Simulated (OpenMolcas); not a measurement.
**doublet HCl+: levels of theory compared**

Wanted: a comparison of 6 runs (UHF/6-31G, UB3LYP/6-31G, UPBE/6-31G, UPBE0/6-31G, USVWN5/6-31G, ROCCSD(T)/6-31G) of doublet HCl+. 

Program for the calculation: OpenMolcas 26.06.

## Step 1: The molecule

The species is HCl+ (2 atoms), meant as a doublet with charge +1. As SMILES of the parent species, `Cl`. Geometry: relaxed at PBE0-D4/def2-TZVP. That shape belongs to the parent species and isn't relaxed for this state.

Bond lengths: Cl1–H2 1.279 Å.

## Step 2: A single-point energy at UHF/6-31G (run 1)

File coord.xyz:

```xyz
2

Cl     0.546000    -0.178500     0.280800
H     -0.546000     0.178500    -0.280800
```

File mol.input:

```
&gateway
 baslib
 $CurrDir
 coord
 coord.xyz
 basis
 6-31G
 group
 NoSym

&seward

&scf
 uhf
 charge
 1
 spin
 2
 thresholds
 1e-10 1e-07 1e-07 1e-05
 prorbitals
 1 1
```

The basis set 6-31G is read from a file made from the Basis Set Exchange's data (not shown).

On the command line:

```sh
$ export MOLCAS_MEM=1860
$ pymolcas mol.input > mol.log
```

The program printed:

```text
--- Start Module: gateway ---
[...]
--- Stop Module: gateway /rc=_RC_ALL_IS_WELL_ ---
--- Start Module: seward ---
[...]
      Basis functions           15
--- Stop Module: seward /rc=_RC_ALL_IS_WELL_ ---
--- Start Module: scf ---
[...]
       Convergence after  21 Iterations
[...]
::    Total SCF energy                               -459.6033720349
[...]
      Total spin, S                                     0.5012915021
[...]
      Total electronic charge=   17.000000
      Total            charge=    1.000000
[...]
      Dipole Moment (debye):
      Origin of the operator (angstrom)=    0.5154   -0.1685    0.2651
                   X= -2.0729E+00               Y=  6.7769E-01               Z= -1.0661E+00           Total=  2.4275E+00
      Center of Charge (angstrom)
[...]
--- Stop Module: scf /rc=_RC_ALL_IS_WELL_ ---
[...]
```

It took 1.7 s on 1 thread of Arm Neoverse V2, shared host; peak memory 0.37 GiB.

## Step 3: A single-point energy at UB3LYP/6-31G (run 2)

coord.xyz is that of step 2.

File mol.inp:

```
>>> EXPORT MOLCAS_PRINT=2

&GATEWAY
  BasLib = $CurrDir
  Coord = coord.xyz
  Basis = 6-31G
  Group = NoSym

&SEWARD
  GridInput
  Grid=UltraFine
  End of Grid

&SCF
  UHF
  Charge = 1
  Spin = 2
  KSDFT = B3LYP
  Thresholds = 1e-10 1e-07 1e-07 1e-05
  PrOrbitals = 1 1
```

The basis set 6-31G is read from a file made from the Basis Set Exchange's data (not shown).

On the command line:

```sh
$ export MOLCAS_MEM=1860
$ pymolcas mol.inp > mol.log
```

The program printed:

```text
--- Start Module: gateway ---
[...]
--- Stop Module: gateway /rc=_RC_ALL_IS_WELL_ ---
--- Start Module: seward ---
[...]
      Basis functions           15
--- Stop Module: seward /rc=_RC_ALL_IS_WELL_ ---
--- Start Module: scf ---
[...]
       Convergence after 239 Iterations
[...]
::    Total KS-DFT energy                            -460.3029480252
[...]
      Total spin, S                                     0.5003961078
[...]
      Total electronic charge=   17.000000
      Total            charge=    1.000000
[...]
      Dipole Moment (debye):
      Origin of the operator (angstrom)=    0.5154   -0.1685    0.2651
                   X= -1.9472E+00               Y=  6.3659E-01               Z= -1.0014E+00           Total=  2.2803E+00
      Center of Charge (angstrom)
[...]
--- Stop Module: scf /rc=_RC_ALL_IS_WELL_ ---
[...]
```

Run time: 40 s. Hardware: 1 thread of Arm Neoverse V2, shared host; peak memory 0.36 GiB.

Runs 3 to 5 aren't shown in full; the table further down has their settings and results.

## Step 4: The energy at ROCCSD(T)/6-31G (run 6)

coord.xyz is that of step 3.

File mol.input:

```
&GATEWAY
BASLIB
$CurrDir
COORD
coord.xyz
BASIS
6-31G
GROUP
NoSym
&SEWARD
&SCF
UHF
CHARGE
1
SPIN
2
THRESHOLDS
1e-10 1e-07 1e-07 1e-05
PRORBITALS
1 1
&RASSCF
FILEORB
$Project.UnaOrb
SPIN
2
NACTEL
1 0 0
INACTIVE
8
RAS2
1
OUTORBITALS
Canonical
ORBLISTING
Nothing
&MOTRA
JOBIPH
FROZEN
5
&CCSDT
CCT
TRIPLES
3
ITERATIONS
80
ACCURACY
1e-08
EXTRAPOLATION
5 4
```

The basis set 6-31G is read from a file made from the Basis Set Exchange's data (not shown).

On the command line:

```sh
$ export MOLCAS_MEM=1860
$ pymolcas mol.input > mol.log
```

The program printed:

```text
--- Start Module: gateway ---
[...]
--- Stop Module: gateway /rc=_RC_ALL_IS_WELL_ ---
[...]
      Basis functions           15
[...]
       Convergence after  21 Iterations
[...]
::    Total SCF energy                               -459.6033720349
[...]
      Total spin, S                                     0.5012915021
[...]
      Number of active orbitals                  1
[...]
      Spin quantum number                      0.5
[...]
      Active orbitals                            1
[...]
      Number of CSFs                             1
[...]
      Number of root(s) required                 1
[...]
      Convergence after  5 iterations
[...]
      printout of CI-coefficients larger than  0.05 for root  1
      energy=    -459.602625
      conf/sym  1     Coeff  Weight
             1  u   1.00000 1.00000
      Natural orbitals and occupation numbers for root  1
      sym 1:   1.000000
      ************************************************************************************************************************
      *                                                    Final results                                                     *
[...]
::    RASSCF root number  1 Total energy:   -459.60262548
[...]
      Total electronic charge=   17.000000
      Total            charge=    1.000000
[...]
      Dipole Moment (debye):
      Origin of the operator (angstrom)=    0.5154   -0.1685    0.2651
                   X= -2.0719E+00               Y=  6.7735E-01               Z= -1.0655E+00           Total=  2.4263E+00
      Center of Charge (angstrom)
[...]
--- Start Module: motra ---
[...]
--- Start Module: ccsdt ---
[...]
      Convergence after                    13  Iterations
      Total energy (diff) :    -459.64539265       0.00000000
[...]
 METHOD                       : CCSD+T(CCSD)+<T3(1)WT1>+<T3(1)UT2> = CCSD(T)
[...]
       CCSD     =      -459.6453926455040
[...]
```

Run time: 2.3 s. Hardware: 1 thread of Arm Neoverse V2, shared host; peak memory 0.36 GiB.

## Step 5: The series

```
run            level  integration grid  frozen core orbitals  energy (Eh)  HOMO energy (eV)  LUMO energy (eV)   ⟨S²⟩  wall time
  1        UHF/6-31G                 –                     –  -459.603372            -22.96            -10.70  0.753      1.7 s
  2     UB3LYP/6-31G         UltraFine                     –  -460.302948            -19.09            -16.60  0.751       40 s
  3       UPBE/6-31G         UltraFine                     –  -460.096752            -17.79            -17.62  0.751      5.1 s
  4      UPBE0/6-31G         UltraFine                     –  -460.134258            -19.37            -16.13  0.751      4.2 s
  5     USVWN5/6-31G         UltraFine                     –  -458.776538            -18.08            -17.81  0.751      4.5 s
  6  ROCCSD(T)/6-31G                 –                     5  -459.645703                 –                 –      –      2.3 s
```

## Step 6: Outcome

```
             quantity          value
  run 6: total energy  -459.64570 Eh
run 6: (T) correction      -0.31 mEh
```

In words: Totals of different functionals can't be ranked against each other. All runs together took 58 s, the longest 40 s.
